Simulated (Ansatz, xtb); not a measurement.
A geometry optimisation of H3OSi with r2SCAN-D4/def2-SVP

The starting geometry of this gas-phase doublet has its atoms placed at random.

```xyz
5

O    -1.0699    1.0855    0.8127
Si   -0.0148    0.6490   -0.9799
H     1.1062    0.2505   -1.3010
H    -0.1679   -1.0458   -0.9932
H     0.2174   -0.3151   -1.7173
```

**Question.** Guess where an optimisation with r2SCAN-D4/def2-SVP ends from this start.

**Answer.** It loosens into HOSi + H2, which stay close as a complex. Distances that change by over a tenth: Si2–H3 (1.23 → 1.54 Å). Contacts that open: Si2–H4 (1.70 → 2.97 Å), Si2–H5 (1.24 → 3.14 Å). Contacts that close: O1–Si2 (2.13 → 1.55 Å), H4–H5 (1.10 → 0.76 Å).

The energy falls by 7.76 eV over 17 steps:

```csv
step,E − E(last) (eV)
1,7.762
3,1.452
5,0.360
6,0.183
8,0.028
10,0.004
12,0.001
13,0.001
15,0.000
17,0.000
```

Final geometry (Å):

```xyz
5

O    -0.7164    1.0845    0.6441
Si   -0.0209    1.4168   -0.6971
H     1.4561    1.0366   -0.8826
H    -0.4998   -1.4564   -1.2849
H    -0.1480   -1.4574   -1.9580
```

From the same start GFN2-xTB ends elsewhere, differing in Si2–H4 (1.51 against 2.97 Å here), Si2–H5 (1.51 against 3.14 Å here), H4–H5 (2.13 against 0.76 Å here).

From so rough a start the end depends on the optimiser's path, so another program may land elsewhere. The end wasn't checked by frequencies. Open shells are spin-unrestricted. Run with Ansatz 0.2.0, 65 s on 2 threads of Intel(R) Xeon(R) Processor @ 2.50GHz (Skylake/Cascade Lake), with other jobs on the host.
